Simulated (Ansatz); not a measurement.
A structure relaxed at PBE0-D4/def2-TZVP in Ansatz, charge 0, singlet:

Cartesian coordinates in Å:
```
B 0.8372 0.7565 0.1020
H 0.6038 1.8477 0.5254
H 1.9490 0.4590 -0.2139
C -0.2715 -0.2454 -0.0334
C -1.1654 -1.0530 -0.1422
H -1.9531 -1.7648 -0.2380
```

Question: Give its formula, name or SMILES and point group.

Answer: BH2(CCH) (C2H3B). Point group C2v (tolerance 0.1 Å).

Question: Summarise the bond lengths by kind (pairs closer than 1.2 times the sum of covalent radii, bridged metal pairs left out).

Answer: 1 × C–C 1.21 Å; 1 × B–C 1.50 Å; 2 × B–H 1.19 Å; 1 × C–H 1.07 Å.
